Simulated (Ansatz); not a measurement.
Other spins and charges of HN–CH2, singlet at one geometry

Geometry (PBE0/def2-TZVP stationary point for this spin, not checked as a minimum):

```xyz
5

N     0.0000   -0.1232   -0.6250
C     0.0000    0.0600    0.6223
H     0.0000   -0.8099    1.2818
H     0.0000    1.0402    1.1129
H     0.0000    0.7666   -1.1253
```

Basis cc-pVDZ; Ansatz 0.2.0. Correlated methods freeze the noble-gas cores. Prefix R: restricted or restricted open-shell reference; prefix U: unrestricted. Active spaces: valence = (12e, 11o) chosen from the atoms' valence shells.

Gaps are energies of the second state less the first, at fixed atoms, for a selection of the levels run; each method lands on the state that its own search finds for that charge and spin.

Unrestricted rows (U, and Kohn–Sham where it breaks symmetry) aren't spin-pure: their determinants' ⟨S²⟩ exceeds S(S+1) by up to 0.12, so they mix in states of higher spin.

Triplet less singlet: 4.793 eV at UCCSDT(Q).

```json
{"level": "RHF", "gap (eV)": "4.045", "error (meV)": "-748"}
{"level": "UHF", "gap (eV)": "3.822", "error (meV)": "-971"}
{"level": "RMP2", "gap (eV)": "4.872", "error (meV)": "79"}
{"level": "UMP2", "gap (eV)": "4.917", "error (meV)": "124"}
{"level": "CISD", "gap (eV)": "4.602", "error (meV)": "-191"}
{"level": "RCCSD", "gap (eV)": "4.718", "error (meV)": "-75"}
{"level": "UCCSD", "gap (eV)": "4.712", "error (meV)": "-81"}
{"level": "RCCSD(T)", "gap (eV)": "4.794", "error (meV)": "1"}
{"level": "UCCSD(T)", "gap (eV)": "4.793", "error (meV)": "0"}
{"level": "BCCD(T)", "gap (eV)": "4.791", "error (meV)": "-2"}
{"level": "RCCSDT", "gap (eV)": "4.785", "error (meV)": "-8"}
{"level": "UCCSDT", "gap (eV)": "4.783", "error (meV)": "-10"}
{"level": "RCCSDT(Q)", "gap (eV)": "4.794", "error (meV)": "1"}
{"level": "CASSCF (valence space)", "gap (eV)": "5.301", "error (meV)": "508"}
{"level": "NEVPT2 (valence space)", "gap (eV)": "4.849", "error (meV)": "56"}
{"level": "MRCISD (valence space)", "gap (eV)": "4.884", "error (meV)": "91"}
{"level": "MRCISD+Q (valence space)", "gap (eV)": "4.821", "error (meV)": "28"}
{"level": "PBE", "gap (eV)": "4.379", "error (meV)": "-414"}
{"level": "r2SCAN", "gap (eV)": "4.233", "error (meV)": "-560"}
{"level": "PBE0", "gap (eV)": "4.340", "error (meV)": "-453"}
{"level": "B3LYP", "gap (eV)": "4.427", "error (meV)": "-366"}
{"level": "wB97M-V", "gap (eV)": "4.599", "error (meV)": "-194"}
{"level": "B2PLYP", "gap (eV)": "4.595", "error (meV)": "-198"}
{"level": "RPA-PBE", "gap (eV)": "4.785", "error (meV)": "-8"}
```

Removing an electron, to the doublet: 10.243 eV at UCCSDT(Q).

```
                   level  gap (eV)  error (meV)
                     RHF     9.423         -820
                    CISD    10.159          -84
                RCCSD(T)    10.255           12
                 BCCD(T)    10.255           12
               RCCSDT(Q)    10.245            2
  NEVPT2 (valence space)    10.115         -128
MRCISD+Q (valence space)    10.260           17
                  r2SCAN    10.301           58
                  B2PLYP    10.375          132
                 RPA-PBE    10.441          198
```

In so small a basis the reference is far from its limit while semilocal and hybrid functionals are nearer theirs (RPA and double hybrids share much of the reference's basis error), so the functionals' errors here hold much of the reference's basis and frozen-core error, which can add to them or hide them.

Full CI isn't at hand for all of this; UCCSDT(Q) serves as the reference, and is uncertain by about the last step of the cluster series. The frozen core follows each run's orbitals, which can shift R against U totals by a few meV.
